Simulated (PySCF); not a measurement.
## An excited-state table with gaps

Ammonium, NH4 (charge +1).
InChI=1S/H3N/h1H3/p+1

Computed, not measured: TDDFT B3LYP/def2-SVPD, vertical, gas phase, core orbitals frozen in the response (PySCF). Geometry: GFN2-xTB; no solvent, vibrations or thermal averaging.

Orbital energies (eV): HOMO-3 -33.66, HOMO-2 -22.47, HOMO-1 -22.47, HOMO -22.47, LUMO -6.30, LUMO+1 -4.03, LUMO+2 -4.03.

Lowest singlets, with some entries withheld (?). The highest level found (16.83 eV, f 0.0000 so far) is left out, since the window may have cut off a degenerate partner. Orbitals of the list HOMO-3 to LUMO+2 that lie within 0.01 eV of each other are written together with a slash and their weights summed (≥ marks a lower bound); for degenerate orbitals outside that list single weights are arbitrary.

```
state  E (eV)       f        main configurations (H = HOMO, L = LUMO)
   S1   14.89   0.133                              H-2/H-1/H→L (≥94%)
   S2   14.89   0.133                               H-2/H-1/H→L (99%)
   S3   14.89   0.133                              H-2/H-1/H→L (≥95%)
   S4       ?  0.0000                        H-2/H-1/H→L+1/L+2 (≥74%)
   S5       ?  0.0000  H-2/H-1/H→L+3 (≥47%), H-2/H-1/H→L+1/L+2 (≥40%)
   S6       ?  0.0000  H-2/H-1/H→L+3 (≥40%), H-2/H-1/H→L+1/L+2 (≥36%)
```

Question: Supply the missing values.

Answer: 
- S4: E = 16.64 eV
- S5: E = 16.64 eV
- S6: E = 16.64 eV

Question: Where do the lowest triplets lie (Tamm–Dancoff)?

Answer: T1 13.98 eV, H-2/H-1/H→L (≥88%); T2 13.98 eV, H-2/H-1/H→L (≥91%); T3 13.98 eV, H-2/H-1/H→L (≥91%). E(S1) − E(T1) = +0.91 eV.

Question: How far apart are S1 and S4, in eV and cm⁻¹?

Answer: 16.638 − 14.891 = 1.747 eV, or about 14100 cm⁻¹.

Question: What is the mean static polarisability from the same response equations?

Answer: 9.2 au (1.36 Å³), with principal values 9.2, 9.2 and 9.2 au.
